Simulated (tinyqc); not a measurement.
Pariser-Parr-Pople SCF with singles CI, for the molecule Nc1cnc[nH]1 (SMILES; centres numbered as the heavy atoms are written), step by step. Computed by tinyqc, a small Python program that keeps every step. Settings: charge = 0, gamma = MN, start = huckel, damping = 0.3, iteration cap = 60, excitations kept = 4. Command: `OMP_NUM_THREADS=1 python tinyqc.py 26765 26766 out.jsonl` (the two numbers bound the seeds that draw the settings). One thread of a shared host (Intel(R) Xeon(R) Processor @ 2.60GHz), about 0.01 s of CPU time with the checks. Later iterations appear only in the table of the cycle.

## PPP integrals

Centres (angstrom, eV; a flat drawing with bonds scaled to 1.40 angstrom):
```
centre          x          y  core charge z          W   gamma_rr
1N       2.159000   0.000000              2  25.600000  16.800000
2C       0.759000   0.000000              1  11.160000  11.130000
3C      -0.064000   1.133000              1  11.160000  11.130000
4N      -1.395000   0.700000              1  14.100000  12.300000
5C      -1.395000  -0.700000              1  11.160000  11.130000
6N      -0.064000  -1.133000              2  25.600000  16.800000
```

Resonance integrals (eV):
```
i  j       beta
1  2  -2.240000
2  3  -2.390000
3  4  -2.510000
4  5  -2.510000
5  6  -2.240000
6  2  -2.240000
```

Mataga-Nishimoto: gamma = 14.399645/(R + a), a = 2 x 14.399645/(gamma_rr + gamma_ss); H_rr = -W_r - sum_(s != r) z_s gamma_rs; H_rs = beta for bonds.

repulsion gamma_rs (eV), lower triangle:
```
           1N         2C         3C         4N         5C         6N
1N  16.800000
2C   5.923040  11.130000
3C   4.083612   5.344818  11.130000
4N   3.122249   4.121190   5.477600  12.300000
5C   3.094432   4.046371   4.045936   5.476893  11.130000
6N   4.295580   5.922155   4.367335   4.423940   5.923867  16.800000
```

core matrix H (eV), lower triangle:
```
            1N          2C          3C          4N          5C          6N
1N  -50.414494
2C   -2.240000  -48.362769
3C    0.000000   -2.390000  -42.930249
4N    0.000000    0.000000   -2.510000  -44.268060
5C    0.000000    0.000000    0.000000   -2.510000  -42.765800
6N    0.000000   -2.240000    0.000000    0.000000   -2.240000  -54.828457
```

## Starting guess

pi electrons, sum of z_r less the charge = 8

Orbitals of the Hueckel matrix of the beta values.

P at the start, lower triangle:
```
           1N         2C         3C         4N        5C        6N
1N   1.759145
2C   0.459057   1.124151
3C  -0.300003   0.588457   1.321027
4N   0.088047  -0.194210   0.593225   1.201912
5C   0.126684  -0.216241  -0.304040   0.685187  1.234729
6N  -0.314901   0.585741  -0.127676  -0.303915  0.565838  1.359036
```

## Iteration 1: Fock matrix

F_rr = H_rr + P_rr gamma_rr / 2 + sum_(s != r) P_ss gamma_rs; F_rs = H_rs - P_rs gamma_rs / 2; E = tr P (H + F) / 2 + core repulsion sum_(r<s) z_r z_s gamma_rs.

F (eV), lower triangle:
```
            1N         2C         3C         4N         5C          6N
1N  -10.173421
2C   -3.599507  -6.628833
3C    0.612549  -3.962598  -4.872091
4N   -0.137452   0.400189  -4.134725  -6.740144
5C   -0.196008   0.437496   0.615064  -4.386347  -5.923962
6N    0.676340  -3.974426   0.278801   0.672252  -3.915973  -10.797685
```

pi energy = -124.908004 eV

## Iteration 1: orbitals and new P

Diagonalise F (the basis is taken as orthonormal) and form P = 2 sum c c over the lowest orbitals; 0.3 of the old P is kept.

orbital energies (eV): -15.208756  -12.014016  -10.997303  -8.131563  -0.227567  1.443070

P after iteration 1, lower triangle:
```
           1N         2C         3C         4N        5C        6N
1N   1.812498
2C   0.404277   1.118448
3C  -0.286094   0.655490   1.176382
4N   0.042283  -0.129275   0.591698   1.235946
5C   0.157459  -0.307294  -0.269764   0.704897  1.137383
6N  -0.249502   0.520897  -0.150937  -0.274028  0.532044  1.519344
```

## Iteration 2: Fock matrix

As before.

F (eV), lower triangle:
```
           1N         2C         3C         4N         5C          6N
1N  -9.856064
2C  -3.437273  -6.421932
3C   0.584148  -4.141737  -4.996967
4N  -0.066009   0.266383  -4.130543  -7.004030
5C  -0.243623   0.621713   0.545723  -4.440324  -5.772857
6N   0.535878  -3.782416   0.329595   0.606142  -3.815879  -10.313509
```

pi energy = -125.500527 eV

## Iteration 2: orbitals and new P

As before.

orbital energies (eV): -14.808888  -11.724250  -10.942654  -8.181868  -0.024033  1.316333

P after iteration 2, lower triangle:
```
           1N         2C         3C         4N        5C        6N
1N   1.837625
2C   0.377410   1.114627
3C  -0.276729   0.685427   1.124151
4N   0.026558  -0.109813   0.584471   1.257590
5C   0.163907  -0.335831  -0.256998   0.712863  1.090987
6N  -0.221355   0.495136  -0.159115  -0.263460  0.523142  1.575020
```

## Convergence

Stop when output and input P, before any damping, agree to 1e-7.

Course of the cycle:
```
iteration         E (eV)  largest |P(out) - P(in)|
1          -124.90800363                  2.29e-01
2          -125.50052732                  7.95e-02
3          -125.70384750                  3.05e-02
4          -125.77036859                  1.40e-02
5          -125.79165691                  6.48e-03
6          -125.79840277                  3.09e-03
7          -125.80053334                  1.62e-03
8          -125.80120668                  9.25e-04
9          -125.80142021                  5.34e-04
10         -125.80148829                  3.19e-04
11         -125.80151016                  1.96e-04
...                  ...                       ...
17         -125.80152071                  1.06e-05
18         -125.80152072                  6.54e-06
19         -125.80152072                  4.03e-06
20         -125.80152072                  2.48e-06
21         -125.80152072                  1.52e-06
22         -125.80152072                  9.37e-07
23         -125.80152072                  5.76e-07
24         -125.80152072                  3.54e-07
25         -125.80152072                  2.18e-07
26         -125.80152072                  1.34e-07
27         -125.80152072                  8.23e-08
```

Converged in 27 iterations.

## Converged orbitals

Charges are z - P_rr.

orbital energies (eV): -14.636014  -11.553037  -10.849499  -8.186618  0.036153  1.258333

coefficients:
```
         MO1        MO2        MO3        MO4        MO5        MO6
1N  0.247537   0.650670  -0.278247   0.606907  -0.193185   0.179655
2C  0.476496   0.408559  -0.098936  -0.388357   0.455093  -0.488173
3C  0.296783  -0.052377  -0.458820  -0.494933  -0.066853   0.670248
4N  0.328780  -0.483053  -0.522211   0.158871  -0.383891  -0.461787
5C  0.377915  -0.414722   0.068723   0.453771   0.643254   0.246536
6N  0.610476  -0.040377   0.651804  -0.068822  -0.435836   0.078430
```

pi charges: 1N 0.139193, 2C -0.109155, 3C -0.092596, 4N -0.278761, 5C -0.050889, 6N 0.392209

## Singles CI, singlets

Over the 4 single excitations with the smallest orbital gaps: A = (e_a - e_i) delta + 2 (ia|jb) - (ij|ab), with (pq|rs) = sum c_mp c_mq gamma_mn c_nr c_ns. f = 2/3 w |mu|^2 in atomic units, mu = sqrt2 sum c_ia sum_m c_mi c_ma R_m.

singlet CI matrix (eV), lower triangle:
```
           4>5        4>6        3>5       2>5
4>5   5.068869
4>6   0.022296   6.191473
3>5  -0.127798  -0.607566   7.355886
2>5  -0.179108  -0.118816  -0.014730  8.009495
```

singlet excitation energies (eV): 5.050480  5.927591  7.617178  8.030475

oscillator strengths: 0.495197  0.133788  0.617780  0.214055

## Singles CI, triplets

Over the 4 single excitations with the smallest orbital gaps: A = (e_a - e_i) delta - (ij|ab), with (pq|rs) = sum c_mp c_mq gamma_mn c_nr c_ns.

triplet CI matrix (eV), lower triangle:
```
          4>5       4>6        3>5       2>5
4>5  2.829541
4>6  0.473411  3.668487
3>5  0.071712  0.020103   4.592099
2>5  0.922188  0.579549  -0.143587  6.023320
```

triplet excitation energies (eV): 2.488805  3.582784  4.595393  6.446464
